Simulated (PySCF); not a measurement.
# Working with the constants of AlO⁺

PBE0 constants of AlO⁺, ³Π (triplet), unpaired electrons σ ↑, π ↑ (Al def2-TZVP, O def2-TZVP; no relativity (PySCF 2.14); masses 26.9815 and 15.9949 u):

| Quantity | Value |
| --- | --- |
| ωe | 766.2 cm⁻¹ |
| ωexe | 8.36 cm⁻¹ |
| Be | 0.559 cm⁻¹ |
| αe | 0.00648 cm⁻¹ |
| D (centrifugal) | 1.19e-06 cm⁻¹ |
| De to Al⁺ + O | 1.42 eV |

(1) Give the vibrational terms G(v) and spacings up to v = 6.

(2) How well does the Morse estimate ωe²/(4ωexe) reproduce De, and what is D0?

For an ion De counts to the pair picked by the measured ionisation energies or electron affinities, which need not be the lowest pair at this level. The state was picked by a PBE0 search and need not be the measured ground state.

## Answers

(1) G(v) = ωe(v+½) − ωexe(v+½)².

| v | G(v) (cm⁻¹) | G(v) − G(v−1) | Bv (cm⁻¹) |
| --- | --- | --- | --- |
| 0 | 381 |  | 0.5558 |
| 1 | 1130 | 749 | 0.5493 |
| 2 | 1863 | 733 | 0.5428 |
| 3 | 2579 | 716 | 0.5363 |
| 4 | 3279 | 699 | 0.5298 |
| 5 | 3961 | 683 | 0.5234 |
| 6 | 4627 | 666 | 0.5169 |

(2) It gives 2.18 eV, 153 % of the computed De. D0 = De − G(0) = 1.42 − 0.05 = 1.37 eV.
